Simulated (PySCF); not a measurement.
All of these have the formula C4H4N2. Theory: TDDFT wB97X-D/def2-SVPD, vertical, gas phase, core orbitals frozen in the response (PySCF). Geometries: PBE0-D3(BJ)/def2-SVP; one conformer of each isolated species. Triplets are in the Tamm–Dancoff approximation.

A. `N#CC[C@H]1C=N1`
B. `CC(C#N)C#N`
C. `C=NC(=C)C#N`

Lowest singlet levels (six at most, fewer where fewer were computed) with oscillator strengths:

1. 4.52 eV (f 0.000); 5.91 eV (f 0.498); 6.36 eV (f 0.002); 6.68 eV (f 0.067); 6.71 eV (f 0.000); 6.94 eV (f 0.001); T1 3.27 eV
2. 7.53 eV (f 0.002); 7.73 eV (f 0.000); 7.98 eV (f 0.003); 8.04 eV (f 0.007); 8.06 eV (f 0.000); 8.10 eV (f 0.004); T1 6.34 eV
3. 5.23 eV (f 0.000); 7.15 eV (f 0.034); 7.68 eV (f 0.001); 7.79 eV (f 0.001); 8.00 eV (f 0.014); 8.05 eV (f 0.002); T1 4.55 eV

Task: Match each spectrum to its molecule.

Result: 1 = C, 2 = B, 3 = A.
- A: S1 at 5.23 eV, HOMO→LUMO (97%); Löwdin shares by element: HOMO carbon 45% or more, nitrogen 40% or more; LUMO carbon 48% or more, nitrogen 38% or more, hydrogen 8% or more; HOMO -10.40 and LUMO 0.65 eV.
- B: S1 at 7.53 eV, HOMO→LUMO+1 (44%), HOMO→LUMO (26%), HOMO-3→LUMO+4 (12%); Löwdin shares by element: HOMO nitrogen 46%, carbon 32% or more (atoms not listed hold the other 21%); LUMO carbon 42% or more, nitrogen 14% or more (atoms not listed hold the other 44%); HOMO -11.88 and LUMO 1.26 eV; point group Cs, 2 of its 6 listed states under f = 0.0005.
- C: S1 at 4.52 eV, HOMO-1→LUMO (91%); Löwdin shares by element: HOMO carbon 65% or more, nitrogen 12% or more (atoms not listed hold the other 23%); LUMO carbon 66% or more, nitrogen 11% or more (atoms not listed hold the other 24%); HOMO -9.85 and LUMO -0.42 eV; point group Cs, 2 of its 6 listed states under f = 0.0005.
